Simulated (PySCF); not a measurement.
Species: C4H9S (doublet state).
Geometry (GFN2-xTB, Å), atoms numbered from 1 in this order:
```
atom  x, y, z in Å
C1    -2.1913   -0.3421    0.1480
C2    -1.4360    0.7863   -0.2879
S3    -0.0221    1.1400    0.9844
C4     1.0657   -0.2939    0.6981
C5     1.8804   -0.1714   -0.5753
H6    -1.9090   -1.3394   -0.1358
H7    -2.9154   -0.2356    0.9335
H8    -1.9711    1.7311   -0.2471
H9    -0.9169    0.6613   -1.2333
H10    0.4399   -1.1853    0.6975
H11    1.7148   -0.3210    1.5729
H12    2.5516   -1.0231   -0.6681
H13    1.2357   -0.1475   -1.4513
H14    2.4730    0.7401   -0.5575
```

The hyperfine couplings belong to this conformer and change with its torsions.

The species is `C(C)SC[CH2]` [radical].

Computed, not measured: PySCF 2.14.0, UKS B3LYP, pcH-1 on C H S, non-relativistic, mean-field spin-orbit, GIAO. The structure is a single GFN2-xTB conformer in the gas phase; no vibrational or solvent corrections. A GFN2-xTB geometry isn't a minimum of the functional, and hyperfine couplings can be far from their values at a DFT geometry. No stability test was run, so a lower SCF solution isn't excluded.

(1) The isotropic 13C couplings are +81.7, -27.8 MHz. Assign them to C1; C2.

(2) The isotropic 1H couplings, averaged over equivalent nuclei, are -56.7, -54.5, +29.1, +5.7, +0.1 MHz. Assign them to H6; H7; H8/H9; H10/H11; H12/H13/H14.

Answers

(1) 
| site | a_iso (MHz) | ρ(0) (bohr⁻³) | position | distance from C1 (Å) | spin population | largest \|T\| (MHz) |
| --- | --- | --- | --- | --- | --- | --- |
| C1 | +81.7 | +0.0727 | largest spin population | 0.00 | +0.96 | 147.7 |
| C2 | -27.8 | -0.0247 | 1 bond from C1 | 1.43 | -0.11 | 7.7 |

(2) 
| site | a_iso (MHz) | ρ(0) (bohr⁻³) | position | distance from C1 (Å) | bound to | spin population there | largest \|T\| (MHz) |
| --- | --- | --- | --- | --- | --- | --- | --- |
| H6 | -56.7 | -0.0127 | α, 1 bond from C1 | 1.07 | C1 | +0.96 | 35.7 |
| H7 | -54.5 | -0.0122 | α, 1 bond from C1 | 1.07 | C1 | +0.96 | 36.0 |
| H8/H9 | +29.1 | +0.0065 | β, 2 bonds from C1, on C2 of spin population -0.11 | 2.13 | C2 | -0.11 | 8.0 |
| H10/H11 | +5.7 | +0.0013 | 4 bonds from C1 | 3.49 | C4 | 0.00 | 4.3 |
| H12/H13/H14 | +0.1 | 0.0000 | 5 bonds from C1 | 4.50 | C5 | 0.00 | 1.8 |

ρ(0) is the spin density at the nucleus and T the dipolar tensor; a_iso includes a spin–orbit part; entries for several nuclei are means. The Mulliken spin populations are largest on C1 (+0.96), S3 (+0.20) and C2 (-0.11). The angles at C1 add up to 358.7°, so it is planar; its axial dipolar tensor and the negative couplings of its protons fit spin in a p orbital normal to that plane.

The spin density at the nucleus, in bohr⁻³, is negative for C2 (-0.0247), H6 (-0.0127) and H7 (-0.0122), for instance. A restricted open-shell determinant has no negative spin density anywhere; here it arises because α and β orbitals differ (spin polarisation).

Class means assume fast exchange of nuclei equivalent by connectivity; if that motion is slow, each nucleus keeps its own coupling. H6 and H7 aren't averaged: C1 is flat or nearly so (angle sum 359°), and its turn about the short C1–C2 bond (1.43 Å) is taken as slow. The 1H value of +29.1 MHz is a mean of couplings from 18.5 to 39.8 MHz in this one geometry, not an average over conformers.

The run took 38 s (with the writing of density and orbital grids) on an Arm Neoverse V1 with one thread, no GPU (shared host), and the process peaked at 0.86 GiB of memory.
